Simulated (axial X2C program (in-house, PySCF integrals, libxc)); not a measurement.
**Potential curves of LiSi⁺, 2c**

All values were computed with an in-house relativistic program for diatomic molecules. Two-component (2c) means X2C with spin–orbit coupling and atomic mean-field two-electron Coulomb and Gaunt terms. Basis: Si dyall-v3z [8s7p2d1f], Li dyall-cv3z [7s8p2d] (cores contracted in-house); Gaussian nuclei, density fitting, unrestricted open shells. Masses: Si 27.977 u, Li 7.016 u.

State: Ω = 2 (⟨Sz⟩ = 1.00, ⟨Lz⟩ = 1.00 at PBE0). Energies in kJ/mol from the fragments at the same level (Si + Li+). Fits are polynomials in 1 − R0/R over 0.85 to 1.23 times the lowest point R0.

```csv
R (Å),PBE0
2.4116,-58.86
2.5225,-66.49
2.6057,-69.74
2.6888,-71.40
2.7720,-71.83
2.8690,-71.14
2.9660,-69.52
3.0908,-66.44
3.2432,-61.76
3.4650,-54.04
```

The state is a single determinant with fixed occupations, the lowest that a limited PBE0 search found. De is counted from the lowest determinant-based energies of the atoms at the same level, without counterpoise correction. Density functionals use the spin component along the axis (collinear). In 2c an atomic determinant is not the ground J level, so De misses part of the atomic spin–orbit lowering. This holds for PBE0. Other states lie close and PBE0, whose exact exchange favours high spin, may order them wrongly; the determinant shown need not be the ground state. The nearest other 2c determinant of the search, Ω = 1, lies 0.26 eV up at the distance of the search. The functionals have no current-density term, which raises determinants with orbital currents, atoms included. The atomic limit has a lower orbital projection than the molecule and lies lower at mean-field level, so De may be about a tenth of an eV too small. With several unpaired electrons one determinant need not be a pure state. Open-shell Ω = 0 determinants with evenly filled partner blocks cannot be reached by this program, so the Ω shown need not be the lowest component.

**Question.** What are Re, ωe and De at the PBE0 level?

**Answer.** At PBE0, 2c: Re = 2.765 Å, ωe ≈ 265 cm⁻¹, De = 0.74 eV to Si + Li+; Be follows as 0.393 cm⁻¹.
